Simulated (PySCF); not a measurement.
Cartesian coordinates (Å):
SMILES: COC
```xyz
9

C     -1.1320    -0.2437    -0.1973
O      0.1486    -0.8166    -0.0502
C      1.1484     0.1481     0.1941
H     -1.1738     0.4674    -1.0524
H     -1.8420    -1.0656    -0.3840
H     -1.4501     0.3040     0.7178
H      2.1066    -0.3872     0.2932
H      0.9570     0.7172     1.1311
H      1.2317     0.8809    -0.6394
```
Charge 0, spin multiplicity 1.

### Question
Estimate the HOMO, LUMO, total energy, HOMO–LUMO gap and dipole moment that TPSSh-D3(BJ)/def2-TZVP // TPSS-D3(BJ)/def2-SVP in PySCF 2.14.0 returns for this input.

### Answer

```yaml
HOMO: -6.58 eV
LUMO: 1.12 eV
total_energy: -155.0996 Ha
HOMO–LUMO gap: 7.70 eV
dipole_moment: 1.20 D
```
